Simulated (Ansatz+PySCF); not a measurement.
Results of a calculation; reference values are marked as such.
## Several solutions for singlet CO₂

```yaml
atoms:
  - { symbol: O, position_ang: [0.0000, 0.0000, -1.1593] }
  - { symbol: C, position_ang: [0.0000, 0.0000, 0.0000] }
  - { symbol: O, position_ang: [0.0000, 0.0000, 1.1593] }
```

Basis set: def2-SVP (spherical functions). Charge 0, multiplicity 1.

CASSCF(2,2) was run from several starts with Ansatz (development build ahead of 0.2.0) and PySCF 2.14.0. The starts are those of the Hartree–Fock orbitals from which the active space was taken at the frontier.

| run | program | start | converged | energy (hartree) | <S²> |
| --- | --- | --- | --- | --- | --- |
| A | Ansatz | search for the lowest state | yes | -187.50386 | 0.00 |
| B | Ansatz | stability test followed | yes | -187.50386 | 0.00 |
| C | Ansatz | atomic start, no search | yes | -187.50386 | 0.00 |
| D | PySCF | program defaults | yes | -187.48617 | 0.00 |

**Question.** Which runs reached the lowest solution of this kind, and what is wrong with the others?

**Answer.** A, B, C reached the lowest solution found. Converged but too high: D by 0.48 eV. Convergence only shows a stationary point; in CASSCF the end hangs on which orbitals enter the active space. Caution: other starts end on other solutions of this active space.
